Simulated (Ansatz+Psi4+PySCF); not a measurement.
Values are calculated unless marked as measured or tabulated.
A run of PySCF 2.14.0 on doublet N₂O(+) at this shape:

```xyz
3

N     0.0000    0.0000   -1.2320
N     0.0000    0.0000   -0.0609
O     0.0000    0.0000    1.1312
```

Its results:

```yaml
Converged: yes
Reference_energy: -183.33675 hartree
Correlation_energy: -0.52431 hartree
Total_energy: -183.86106 hartree
Spin_squared_of_the_determinant: 1.176
```

Messages of the program:
```
WARN: beta  nocc = 10  HOMO -0.32918875868846 >= LUMO -0.329188758688451
WARN: HOMO -0.329188758688451 >= LUMO -0.329188758688451
WARN: beta  nocc = 10  HOMO -0.32918875868846 >= LUMO -0.329188758688451
WARN: HOMO -0.329188758688451 >= LUMO -0.329188758688451
```

Which input gives this output? Name the method, the orbitals and the basis set, and write the input.

UHF-MP2 in cc-pVTZ.

```python
from pyscf import gto, scf, mp

mol = gto.M(atom="""
N 0.000000 0.000000 -1.231970
N 0.000000 0.000000 -0.060850
O 0.000000 0.000000 1.131220
""", basis='cc-pvtz', charge=1, spin=1)
mf = scf.UHF(mol)
mf.kernel()
pt = mp.MP2(mf, frozen=3).run()
print(mf.e_tot, pt.e_corr, pt.e_tot)
```

Caution: large amplitudes, a single reference is doubtful; the unrestricted determinant is spin contaminated.
